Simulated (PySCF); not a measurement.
# Choosing a basis for TDDFT

Species: CH₂F₂.
Geometry (PBE0-D3(BJ)/def2-SVP, Å), atoms numbered from 1 in this order:
```xyz
5
CH2F2 angstrom
F     -0.4838    1.0833    0.4795
C     -0.0204   -0.0715   -0.0288
F      1.3180   -0.0043   -0.1312
H     -0.4510   -0.2201   -1.0350
H     -0.2879   -0.8979    0.6536
```

TDDFT with PBE0 (PySCF), vertical singlets, core orbitals frozen in the response, spherical d and f functions. Isolated species at its PBE0-D3(BJ)/def2-SVP geometry, gas phase.

```json
{"basis": "6-31G*", "functions": "46", "diffuse": "no", "S1 (eV)": "11.10", "S2 (eV)": "11.24", "S3 (eV)": "12.51", "S4 (eV)": "12.63", "S5 (eV)": "12.79", "LUMO (eV)": "3.32", "α (au)": "13.0"}
{"basis": "def2-SVP", "functions": "52", "diffuse": "no", "S1 (eV)": "10.27", "S2 (eV)": "11.10", "S3 (eV)": "11.73", "S4 (eV)": "12.14", "S5 (eV)": "12.32", "LUMO (eV)": "2.28", "α (au)": "12.6"}
{"basis": "6-31+G*", "functions": "58", "diffuse": "yes", "S1 (eV)": "9.07", "S2 (eV)": "9.55", "S3 (eV)": "9.82", "S4 (eV)": "10.08", "S5 (eV)": "11.02", "LUMO (eV)": "0.57", "α (au)": "15.2"}
{"basis": "def2-SVPD", "functions": "82", "diffuse": "yes", "S1 (eV)": "9.28", "S2 (eV)": "10.11", "S3 (eV)": "10.60", "S4 (eV)": "10.89", "S5 (eV)": "11.29", "LUMO (eV)": "0.82", "α (au)": "17.4"}
{"basis": "aug-cc-pVDZ", "functions": "87", "diffuse": "yes", "S1 (eV)": "8.64", "S2 (eV)": "9.41", "S3 (eV)": "9.53", "S4 (eV)": "9.61", "S5 (eV)": "10.65", "LUMO (eV)": "0.04", "α (au)": "17.5"}
{"basis": "def2-TZVP", "functions": "105", "diffuse": "no", "S1 (eV)": "9.95", "S2 (eV)": "10.33", "S3 (eV)": "11.09", "S4 (eV)": "11.48", "S5 (eV)": "11.94", "LUMO (eV)": "1.76", "α (au)": "15.5"}
{"basis": "def2-TZVPD", "functions": "135", "diffuse": "yes", "S1 (eV)": "8.93", "S2 (eV)": "9.67", "S3 (eV)": "10.01", "S4 (eV)": "10.21", "S5 (eV)": "10.92", "LUMO (eV)": "0.47", "α (au)": "17.9"}
{"basis": "aug-cc-pVTZ", "functions": "184", "diffuse": "yes", "S1 (eV)": "8.65", "S2 (eV)": "9.38", "S3 (eV)": "9.49", "S4 (eV)": "9.57", "S5 (eV)": "10.65", "LUMO (eV)": "0.01", "α (au)": "17.9"}
```

Problem. Compare the sets with the largest diffuse one.

Solution. States are compared by their number. Against the largest diffuse basis here (aug-cc-pVTZ, itself not a converged limit), sets without diffuse functions differ by up to 2.45 eV in S1 and 2.14 eV in S5; the smaller diffuse sets differ by up to 0.63 and 0.65 eV. State by state, the largest deviation of a set without diffuse functions is S1 2.45, S2 1.86, S3 3.01, S4 3.07, S5 2.14 eV. The same number needn't mean the same state in each row. Against aug-cc-pVTZ the polarisability deviates by -27% in 6-31G*, -29% in def2-SVP, -15% in 6-31+G*, -2% in def2-SVPD, -2% in aug-cc-pVDZ, -13% in def2-TZVP, 0% in def2-TZVPD. A single + in a Pople set puts diffuse functions on heavy atoms only.
